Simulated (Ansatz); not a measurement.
**AlBS (triplet): the correlation ladder, cc-pVDZ**

The task here is to estimate one member of a computed series from the others.

Program: Ansatz 0.2.0, Gaussian basis. Level of theory: cc-pVDZ, core rule «outside noble gas», up to 11 orbitals frozen. These are calculated values, not measurements.

The runs, in order: UHF; CCSD(T) on ROHF; CCSD(T) on UHF; BCCD(T) on ROHF; CISD; CCSDT(Q) on ROHF; CCSDT(Q) on UHF.

8 further runs of the same task are left out: 4 for a known fault of the program, 4 set aside as unsound or not needed.

## The geometry

The geometry is a PBE0/def2-TZVP stationary point (not a proven minimum) of the parent state, kept for this charge and spin.

3 atoms, charge 0, spin multiplicity 3.

Atoms are counted from 1 here; the program's logs count them from 0.

Bond lengths: Al1–B2 2.231 Å, B2–S3 1.617 Å. Angles: Al1–B2–S3 180.0°.

Set-up of the first run:

Input file in.yaml:

```yaml
crystal:
  periodic: [false, false, false]
  atoms:
    - {symbol: Al, position_ang: [0.000000, 0.000000, 2.026204]}
    - {symbol: B, position_ang: [0.000000, 0.000000, -0.204465]}
    - {symbol: S, position_ang: [0.000000, 0.000000, -1.821740]}
basis:
  gaussian: {orbitals: cc-pVDZ}
magnetization: {spin_polarized: true, initial_magnetization: 2}
hamiltonian: {xc: hf}
output: {orbitals: {seedname: orbitals}}
```

Launch:

```bash
> ansatz run in.yaml --threads 1 --pin off --events-out ev --progress --plain --max-ram 2816MiB --backend cpu
```

Steps of the session up to this table: UHF; CCSD(T) on ROHF; CCSD(T) on UHF; BCCD(T) on ROHF; CISD; CCSDT(Q) on ROHF; CCSDT(Q) on UHF.

One of the session's tables, all rows but one given; the rest of the session is left out.

| method | from UCCSDT(Q) (meV) |
| --- | --- |
| ROHF | +7342.3 |
| UHF | +7297.3 |
| RMP2 | +1167.3 |
| UMP2 | +1150.7 |
| CISD | +1123.5 |
| RCCSD | +444.1 |
| UCCSD | +439.6 |
| RCCSD(T) | +74.8 |
| UCCSD(T) | ? |
| BCCD(T) | +71.2 |
| RCCSDT | +31.4 |
| UCCSDT | +30.5 |
| RCCSDT(Q) | +6.4 |
| UCCSDT(Q) | 0 |

Estimate the missing values for UCCSD(T).

As computed: from UCCSDT(Q) (meV): +73.8. In the column «from UCCSDT(Q) (meV)» it lies between BCCD(T) (+71.2) and RCCSD(T) (+74.8).

To keep in mind: Restricted and unrestricted rows rest on different reference determinants; where their highest levels disagree by more than a few hundredths of an eV, they describe different states and don't form one ladder.
